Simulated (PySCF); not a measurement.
# HBr₂Cl, a complex of two parts: interaction energy

The task here is to estimate one member of a computed series from the others.

Computed with PySCF 2.14.0; each step states its level. No surroundings beyond the atoms listed, unless a continuum is named. Atoms count from 0, parts from 1.

## Starting point

4 atoms, charge 0, multiplicity 1; geometry: GFN2-xTB. Parts: 1 = atoms 0–1, `BrBr`, charge 0; 2 = atoms 2–3, `Cl`, charge 0.

Set-up of the first run:

The job: settings as JSON, then the geometry in Å.

```
{"job": {"xc": "PBE0", "basis": "def2-TZVPD", "d3": "d3bj", "grid": 3, "kind": "geom", "shake": 0.01}, "charge": 0, "multiplicity": 1, "parts": [{"atoms": "0-1", "charge": 0, "multiplicity": 1}, {"atoms": "2-3", "charge": 0, "multiplicity": 1}]}
Br     1.294097    -0.142812    -0.012038
Br    -0.995963     0.118666     0.021530
Cl     0.401727     3.423983     0.829611
H      1.660058     3.004247     0.757450
```

Command:

```console
$ OMP_NUM_THREADS=1 python cluster_run.py task.json out
```

The driver reads the jobs from task.json and runs them one after another.

Steps of the session up to this table: Optimising the geometry at PBE0-D3(BJ)/def2-TZVPD; Coupled-cluster interaction energy: CCSD(T) and MP2, 2.63 Å; Coupled-cluster interaction energy: CCSD(T) and MP2, 2.76 Å; Coupled-cluster interaction energy: CCSD(T) and MP2, 2.89 Å; Coupled-cluster interaction energy: CCSD(T) and MP2, 2.50 Å; Coupled-cluster interaction energy: CCSD(T) and MP2, 3.29 Å; Coupled-cluster interaction energy: CCSD(T) and MP2, 2.37 Å; Coupled-cluster interaction energy: CCSD(T) and MP2, 3.95 Å; Coupled-cluster interaction energy: CCSD(T) and MP2, 5.26 Å.

One of the session's tables, all rows but one given; the rest of the session is left out.

It belongs to the step «Coupled-cluster interaction energy: CCSD(T) and MP2, 5.26 Å». 

| method | interaction energy (kcal/mol) |
| --- | --- |
| HF/aug-cc-pVDZ | -0.109 |
| MP2/aug-cc-pVDZ | -0.184 |
| CCSD/aug-cc-pVDZ | -0.156 |
| CCSD(T)/aug-cc-pVDZ | -0.164 |
| HF/aug-cc-pVQZ | -0.087 |
| MP2/aug-cc-pVQZ | -0.178 |
| SCS-MP2/aug-cc-pVQZ | ? |
| MP2, extrapolated | -0.179 |
| CCSD(T), limit estimate | -0.160 |

Q: Estimate the row for SCS-MP2/aug-cc-pVQZ from the others.

The run gave: interaction energy (kcal/mol): -0.154. In the column «interaction energy (kcal/mol)» it lies between CCSD/aug-cc-pVDZ (-0.156) and HF/aug-cc-pVDZ (-0.109).
